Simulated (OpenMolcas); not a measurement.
# One shape, several levels: CHFO (formyl fluoride)

We compute a comparison of 6 runs (HF/STO-3G, UHF/STO-3G, B3LYP/STO-3G, PBE/STO-3G, UB3LYP/STO-3G, MP2/STO-3G) of CHFO (formyl fluoride). 

The calculation is run with OpenMolcas 26.06.

2 further runs of the same task are left out: 1 for a known fault of the program, 1 that didn't finish.

**1. The molecule**

CHFO has 4 atoms, charge 0, and is taken as a singlet. SMILES: `O=CF`. The C2–F3 distance was set to 2.347 Å, away from the relaxed value. At this shape a bond of the SMILES string is far longer than usual.

Bond lengths: O1–C2 1.171 Å, C2–H4 1.098 Å. Angles: O1–C2–H4 129.0°.

**2. The energy at HF/STO-3G (run 1)**

The input, struct.xyz:

```xyz
4

O     -1.365243     1.069134     0.983184
C     -0.525303     0.946454     0.176134
F      0.584370    -1.090860    -0.181350
H     -0.120513     1.694624    -0.518356
```

The input, job.inp:

```
&GATEWAY
  BasLib
  $CurrDir
  Coord
  struct.xyz
  Basis
  STO-3G
  Group
  NoSym

&SEWARD

&SCF
  Thresholds
  1e-10 1e-07 1e-07 1e-05
  PrOrbitals
  1 1
```

The basis set STO-3G is read from a file made from the Basis Set Exchange's data (not shown).

Started as:

```sh
$ export MOLCAS_MEM=1860
$ pymolcas job.inp > job.log
```

The log of the run:

```text
--- Start Module: gateway ---
[...]
--- Stop Module: gateway /rc=_RC_ALL_IS_WELL_ ---
--- Start Module: seward ---
[...]
      Basis functions           16
--- Stop Module: seward /rc=_RC_ALL_IS_WELL_ ---
--- Start Module: scf ---
[...]
       Convergence after  16 Iterations
[...]
::    Total SCF energy                               -209.5551704863
[...]
      Total spin, S                                     0.0000000000
[...]
      Total electronic charge=   24.000000
      Total            charge=   -0.000000
[...]
      Dipole Moment (debye):
      Origin of the operator (angstrom)=   -0.3575    0.1967    0.2890
                   X= -1.6246E-01               Y=  2.2160E+00               Z= -6.7272E-01           Total=  2.3215E+00
      Quadrupole Moment (debye*angstrom):
[...]
--- Stop Module: scf /rc=_RC_ALL_IS_WELL_ ---
[...]
```

It took 1.4 s on 1 thread of Arm Neoverse V2, shared host; peak memory 0.37 GiB.

**3. A single-point energy at UHF/STO-3G (run 2)**

struct.xyz is that of step 2.

Edit job.inp of step 2 so:

```diff
@@ -1 +1,3 @@
+* CHFO Hartree-Fock
+
 &GATEWAY
@@ -13,4 +15,7 @@
 &SCF
+  UHF
   Thresholds
   1e-10 1e-07 1e-07 1e-05
+  Scramble
+  0.25
   PrOrbitals
```

The basis set STO-3G is read from a file made from the Basis Set Exchange's data (not shown).

Started as:

```sh
$ export MOLCAS_MEM=1860
$ pymolcas job.inp > job.log
```

The log of the run:

```text
--- Start Module: gateway ---
[...]
--- Stop Module: gateway /rc=_RC_ALL_IS_WELL_ ---
--- Start Module: seward ---
[...]
      Basis functions           16
--- Stop Module: seward /rc=_RC_ALL_IS_WELL_ ---
--- Start Module: scf ---
[...]
       Convergence after  43 Iterations
[...]
::    Total SCF energy                               -209.7214512404
[...]
      Total spin, S                                     0.6607563738
[...]
      Total electronic charge=   24.000000
      Total            charge=   -0.000000
[...]
      Dipole Moment (debye):
      Origin of the operator (angstrom)=   -0.3575    0.1967    0.2890
                   X=  6.9779E-01               Y=  5.2122E-01               Z= -9.0628E-01           Total=  1.2570E+00
      Quadrupole Moment (debye*angstrom):
[...]
--- Stop Module: scf /rc=_RC_ALL_IS_WELL_ ---
[...]
```

Wall time 1.9 s (1 thread of Arm Neoverse V2, shared host); peak memory 0.37 GiB.

Runs 3 to 5 aren't shown in full; the table further down has their settings and results.

**4. A single-point energy at MP2/STO-3G (run 6)**

struct.xyz is that of step 3.

The input, job.inp:

```
* CHFO MP2
>>> EXPORT MOLCAS_PRINT=2

&gateway
 baslib=$CurrDir
 coord=struct.xyz
 basis=STO-3G
 group=NoSym

&seward

&scf
 thresholds=1e-10 1e-07 1e-07 1e-05
 prorbitals=1 1

&mbpt2
 frozen=3
```

The basis set STO-3G is read from a file made from the Basis Set Exchange's data (not shown).

Started as:

```sh
$ export MOLCAS_MEM=1860
$ pymolcas job.inp > job.log
```

The log of the run:

```text
--- Start Module: gateway ---
[...]
--- Stop Module: gateway /rc=_RC_ALL_IS_WELL_ ---
[...]
      Basis functions           16
[...]
--- Start Module: scf ---
[...]
       Convergence after  16 Iterations
[...]
::    Total SCF energy                               -209.5551704863
[...]
      Total spin, S                                     0.0000000000
[...]
      Total electronic charge=   24.000000
      Total            charge=   -0.000000
[...]
      Dipole Moment (debye):
      Origin of the operator (angstrom)=   -0.3575    0.1967    0.2890
                   X= -1.6246E-01               Y=  2.2160E+00               Z= -6.7272E-01           Total=  2.3215E+00
      Quadrupole Moment (debye*angstrom):
[...]
--- Stop Module: scf /rc=_RC_ALL_IS_WELL_ ---
--- Start Module: mbpt2 ---
[...]
WARNING!
Default frozen orbitals as non valence orbitals is overwritten by user input.
Default values:   3
[...]
       Reference weight ( Cref**2 )         =        0.83001
::    Total MBPT2 energy                             -209.7867689032
[...]
      Total MBPT2 calculations                           0.03      0.03
--- Stop Module: mbpt2 /rc=_RC_ALL_IS_WELL_ ---
[...]
```

Wall time 1.4 s (1 thread of Arm Neoverse V2, shared host); peak memory 0.37 GiB.

**5. The series**

| run | level | scramble | integration grid | energy (Eh) | dipole moment (D) of the reference | HOMO energy (eV) | LUMO energy (eV) | wall time |
| --- | --- | --- | --- | --- | --- | --- | --- | --- |
| 1 | HF/STO-3G | – | – | -209.555170 | 2.32 | -6.00 | 3.49 | 1.4 s |
| 2 | UHF/STO-3G | 0.25 | – | -209.721451 | 1.26 | -7.91 | 7.74 | 1.9 s |
| 3 | B3LYP/STO-3G | – | UltraFine | -210.568222 | 2.08 | -3.09 | -0.01 | 4.5 s |
| 4 | PBE/STO-3G | – | UltraFine | -210.386478 | 1.97 | -0.83 | -0.48 | 6.3 s |
| 5 | UB3LYP/STO-3G | 0.25 | UltraFine | -210.591077 | 1.58 | -3.48 | 0.97 | 11 s |
| 6 | MP2/STO-3G | – | – | -209.786769 | 2.32 | -6.00 | 3.49 | 1.4 s |

**6. Results**

| quantity | value |
| --- | --- |
| run 6: total energy | -209.78677 Eh |
| run 6: dipole moment (mean-field density) | 2.32 D |
| run 6: HOMO energy (Hartree–Fock orbitals) | -6.00 eV |
| run 6: LUMO energy (Hartree–Fock orbitals) | 3.49 eV |
| run 6: HOMO–LUMO gap (Hartree–Fock orbitals) | 9.49 eV |
| run 6: correlation energy (3 core orbitals frozen) | -231.6 mEh |

Over runs 1, 2, 3, 4, 5 the dipole moment (its size) runs from 1.26 D (UHF/STO-3G) to 2.32 D (HF/STO-3G). Over runs 1, 2, 3, 4, 5 the HOMO–LUMO gap runs from 0.35 eV (PBE/STO-3G) to 15.65 eV (UHF/STO-3G). Totals of different functionals can't be ranked against each other. In runs 1, 2, 3, 4, 5, 6 the basis is minimal, so the values are rough. In runs 1, 3, 4, 6 a closed-shell determinant meets a far-stretched bond, which it describes badly. Spin contamination of the reference: run 2 ⟨S²⟩ = 1.10, run 5 ⟨S²⟩ = 0.72. Where it is this large, the reference is a mixture of spin states, and values that rest on it are in doubt. All runs together took 27 s, the longest 11 s.
